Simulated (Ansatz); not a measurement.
For rock-salt PbS, LDA (Ansatz, an electronic-structure program, PAW) gives:

- lattice constant a: 5.845 Å
- bulk modulus: 63.8 GPa
- cohesive energy: 4.37 eV/atom
- band gap at the measured cell: 0.24 eV

Task: What does r²SCAN0 in Ansatz (plane waves, PAW) give for the same quantities?

Result: 
- lattice constant a: 5.959 Å (increases by 2.0 %)
- bulk modulus: 60.2 GPa (falls by 5.6 %)
- cohesive energy: 3.35 eV/atom (drops by 1.02 eV/atom)
- band gap at the measured cell: 1.55 eV (increases by 1.31 eV)

For comparison: lattice constant a 5.914 Å (measured, 120 K, not corrected to a static lattice; as tabulated in Noda, Masumoto, Ohba, Saito, Toriumi, Iwata, Shibuya, Acta Cryst. C 43, 1443 …); bulk modulus 60 GPa (measured, 300 K, not corrected to a static lattice, K' fixed at 4.2, our sources range from 52.9 to 62.8; as tabulated in PbS at high pressure, J. Appl. Phys. 113 (4), abstract); band gap 0.37 eV (measured, temperature not stated, not corrected to a static lattice; as tabulated in Wikipedia's data pages).

Changes are worked out from the printed values.

Unless a cell is named, each level is at its own relaxed cell (LDA 24.97, r²SCAN0 26.45 Å³/atom).

Levels without +SOC leave out spin–orbit coupling, which shifts energies and cells of such heavy elements.

Levels without +SOC have no spin–orbit coupling; where heavier elements are present it shifts gaps, mostly down, and can invert bands. Density-functional gaps are differences of (generalised) Kohn–Sham levels.

Ansatz's density-functional and Hartree–Fock values are scalar-relativistic unless marked +SOC, with PAW data made under PBE.
